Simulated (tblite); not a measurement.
Species: C5H9P.
Atom-mapped SMILES: `[CH2:1]=[CH:2][P:3]=[C:4]([CH3:5])[CH3:6]` (hydrogens: H7, H8 on C1; H9 on C2; H10, H11, H12 on C5; H13, H14, H15 on C6)

Geometry (GFN2-xTB, Å), atoms numbered from 1 in this order:
```xyz
15
C5H9P angstrom
C      3.1905    0.0664   -0.1355
C      1.8907    0.3325   -0.2058
P      0.7170   -0.9640   -0.6804
C     -0.8128   -0.3149   -0.3776
C     -1.9835   -1.1916   -0.7098
C     -1.1990    1.0140    0.1860
H      3.5742   -0.9205   -0.3382
H      3.9181    0.8170    0.1305
H      1.5366    1.3358   -0.0107
H     -2.6267   -0.7048   -1.4448
H     -1.6565   -2.1481   -1.1127
H     -2.5872   -1.3764    0.1801
H     -1.8543    0.8711    1.0470
H     -1.7615    1.5805   -0.5592
H     -0.3501    1.6110    0.5035
```

Method: GFN2-xTB as coded in tblite; computed harmonic values from a numerical Hessian at the method's own geometry, unscaled. Errors from tens to a few hundred cm⁻¹ against measured bands are possible. One conformer, not necessarily the lowest. The optimisation stopped once no atom felt more than 0.01 eV/Å.

Lowest wavenumbers of the output (negative numbers stand for imaginary wavenumbers):
```
mode    cm-1
  1     -60.4
  2      21.3
  3     114.2
  4     173.4
  5     188.4
  6     324.8
  7     344.7
  8     372.7
  9     393.5
 10     522.7
 11     720.3
 12     742.1
 13     884.8
 14     960.3
 15     964.8
```

Is this structure a minimum?

No. 1 mode is imaginary beyond 20i (60i cm⁻¹), so at this level the point lies at or near a first-order saddle.

Which atoms move in the imaginary mode?

60i: H14 (methyl hydrogen) 26 %, H15 (methyl hydrogen) 25 %, H13 (methyl hydrogen) 18 %. These are shares of the mass-weighted motion.

What is the remedy?

Step along that mode in both directions, optimise again with tighter thresholds and repeat the frequencies. The zero-point energy of this point (76.5 kcal/mol) counts the 38 real modes alone, and thermal corrections from it aren't those of a minimum.
